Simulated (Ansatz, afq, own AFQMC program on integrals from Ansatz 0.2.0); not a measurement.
## Al2H2, singlet in cc-pVDZ along one coordinate

```yaml
atoms:
  - { symbol: Al, position_ang: [0.0000, 0.0925, 1.2647] }
  - { symbol: Al, position_ang: [0.0000, -0.0193, -1.3669] }
  - { symbol: H, position_ang: [0.0000, -0.6882, 2.6804] }
  - { symbol: H, position_ang: [0.0000, -1.2711, 0.0548] }
```

The Al1–H3 distance is changed with both sides rigid. Energies in eV count from this geometry (1.617 Å) at the same level; the start stands on RHF, each point on the determinant named.

Basis cc-pVDZ. Noble-gas cores (and the filled d shells of Ga–Kr and In–Xe) are frozen. Ansatz 0.2.0 and our own AFQMC program on the same integrals; the CISD trial comes from CCSD amplitudes, and released means the phaseless constraint is let go. Error bars are statistical, one sigma.

Cautions, each for one point or more: CCSDT(Q) on the RHF determinant differs, by its state or its frozen core; an unrestricted solution with more broken spin lies lower, while this determinant keeps restricted orbitals; higher spins were not checked; raised T1 diagnostic; released walk and highest rung disagree; restricted determinant unstable towards unrestricted; strong correlation; unrestricted determinant spin contaminated; walk and cluster series may follow different spin states.

```json
{"r(Al1–H3) / Å": "1.478", "det.": "RHF", "T1": "0.016", "weight": "0.85", "⟨S²⟩": "pure", "CCSD(T)": "0.137", "ph-AFQMC/CISD": "0.139 ± 0.012", "released AFQMC": "0.162 ± 0.015*", "CCSDT(Q)": "0.139", "B3LYP": "0.146", "r2SCAN": "0.139§"}
{"r(Al1–H3) / Å": "1.759", "det.": "UHF", "T1": "0.018", "weight": "0.85", "⟨S²⟩": "0.00", "CCSD(T)": "0.095", "ph-AFQMC/CISD": "0.109 ± 0.012", "released AFQMC": "0.106 ± 0.015*", "CCSDT(Q)": "0.093", "B3LYP": "0.081", "r2SCAN": "0.089§"}
{"r(Al1–H3) / Å": "2.199", "det.": "UHF", "T1": "0.024", "weight": "0.83", "⟨S²⟩": "0.00", "CCSD(T)": "0.947", "ph-AFQMC/CISD": "0.953 ± 0.018", "released AFQMC": "0.958 ± 0.017*", "CCSDT(Q)": "0.936", "B3LYP": "0.904", "r2SCAN": "0.929§"}
{"r(Al1–H3) / Å": "2.957", "det.": "RHF¶", "T1": "0.061", "weight": "0.73", "⟨S²⟩": "pure", "CCSD(T)": "2.199", "ph-AFQMC/CISD": "2.268 ± 0.020", "released AFQMC": "2.276 ± 0.026*", "CCSDT(Q)": "2.174", "B3LYP": "2.245§", "r2SCAN": "2.212§"}
{"r(Al1–H3) / Å": "4.345", "det.": "UHF‡¶", "T1": "0.033", "weight": "0.85", "⟨S²⟩": "1.09", "CCSD(T)": "2.672", "ph-AFQMC/CISD": "2.641 ± 0.015", "released AFQMC": "2.663 ± 0.015*", "CCSDT(Q)": "2.671", "B3LYP": "2.755§", "r2SCAN": "–"}
```

Weight is that of the determinant in the CISD state; at the start T1 is 0.017 and the weight 0.85. ¶ marks points with a poor determinant and no full CI, where no value is sure; they don't count among the departures. An asterisk marks released energies that aren't shown to be converged. A double dagger marks points where the walks on two determinants ended up to 0.322 eV apart; the lower is shown. A dash marks a missing value, a released energy that hasn't settled or a functional that sits on another state. § marks a functional whose ⟨S²⟩ is too high by over 0.1 (r2SCAN at the start too). Largest departures from CCSDT(Q), at the points where its series has closed: CCSD(T) 0.011 eV at 2.199 (on UHF), ph-AFQMC/CISD 0.018 eV at 2.199 (on UHF) (within the noise), B3LYP -0.031 eV at 2.199. Functionals count only at points shown to share the start's state and spin. In this small basis the wave-function levels are far from their limit, so their gap to the functionals isn't the functionals' error.

Some points may be missing: those where a free walk finds a much lower state, and past Zn most of those on another determinant than at the start.

A walk keeps the symmetry of its determinant, which the program's search chose and which needn't be the lowest solution, so a lower state of the same spin and another symmetry isn't excluded.
